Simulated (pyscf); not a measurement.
AsH₂• + H₃Si–SiH₃ → H₃Si–AsH₂ + SiH₃• (substitution at Si; doublet surface; Si–Si broken, As–Si formed). Optimised with ωB97X-D3(BJ)/def2-SVP in PySCF. Energies in kcal/mol from the separated reactants.

| level | barrier | reaction energy |
|---|---|---|
| PBE/def2-TZVP | … | +8.7 |
| r²SCAN/def2-TZVP | 9.7 | +8.5 |
| B3LYP-D3(BJ)/def2-TZVP | 12.6 | +10.1 |
| PBE0-D3(BJ)/def2-TZVP | 10.0 | +9.3 |
| ωB97M-D3(BJ)/def2-TZVP | 17.2 | +11.6 |
| HF/def2-TZVP | … | … |

Problem. Complete the blanks.

Solution. 
- PBE/def2-TZVP, barrier: 7.6
- HF/def2-TZVP, barrier: 37.4
- HF/def2-TZVP, reaction energy: +12.9

At PBE this geometry lies under the product side: in single points on another level's saddle the reverse barrier vanishes, and the forward threshold there is about the reaction energy. This is the saddle that the search found; another between the same sides may lie lower. The angle at the attacked Si is 178°. Elements up to Kr have no core potential and no relativistic terms here.
